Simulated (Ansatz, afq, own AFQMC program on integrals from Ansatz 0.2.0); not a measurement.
## Where AFQMC and coupled cluster stand for InH2⁺, singlet

```xyz
3

In    0.0000    0.0000    0.0000
H     0.0000    0.0000   -2.1634
H     0.0000    0.0000    2.1634
```

Basis def2-TZVP with its core potentials. Noble-gas cores (and the filled d shells of Ga–Kr and In–Xe) are frozen. Ansatz 0.2.0 and our own AFQMC program on the same integrals; the CISD trial comes from CCSD amplitudes, and released means the phaseless constraint is let go. Error bars are statistical, one sigma. No spin–orbit coupling.

Determinant: UHF, the one that the program's search chose, which needn't be the lowest solution. The geometry is a point of a scan.

Full CI on the same integrals is exact in this basis and with this determinant's frozen core.

Cautions: no spin-orbit coupling; inner d shell frozen; strong correlation (T1 0.132, weight of the determinant 0.74, largest double 0.21); unrestricted determinant spin contaminated (⟨S²⟩ 0.72 against 0.00); the released energies are still falling, so no released level is given (meV from the phaseless value at times in 1/Eh: -0.8 ± 1.5 at 0.24, -4.0 ± 1.6 at 0.51, -7.1 ± 1.3 at 0.99, -10.4 ± 2.2 at 1.62, -12.4 ± 1.8 at 2.40).

The T1 diagnostic is 0.1320, the weight of the determinant in the CISD state is 0.738 and the ⟨S²⟩ of the determinant is 0.718. The size of the correlated space is 4 electrons in 53 orbitals.

Reference: full CI, correlation energy -1.991 eV. The cautions show a poor starting determinant, so the rows tell how each method copes with it here, and full CI is the sure value.

| level | E − E(reference) (meV) | share of correlation (%) |
| --- | --- | --- |
| HF | 1990.8 | 0.00 |
| MP2 | 1056.8 | 46.91 |
| CCSD | 158.6 | 92.03 |
| CCSD(T) | 75.4 | 96.21 |
| CCSDT | 5.0 | 99.75 |
| CCSDT(Q) | -0.1 | 100.00 |
| ph-AFQMC/CISD | 16.6 ± 2.3 | 99.16 |

CCSDT and higher add their correlation energy to the determinant of the CCSD(T) run, since their own runs factorise the integrals more tightly (a shift of under 2 meV).
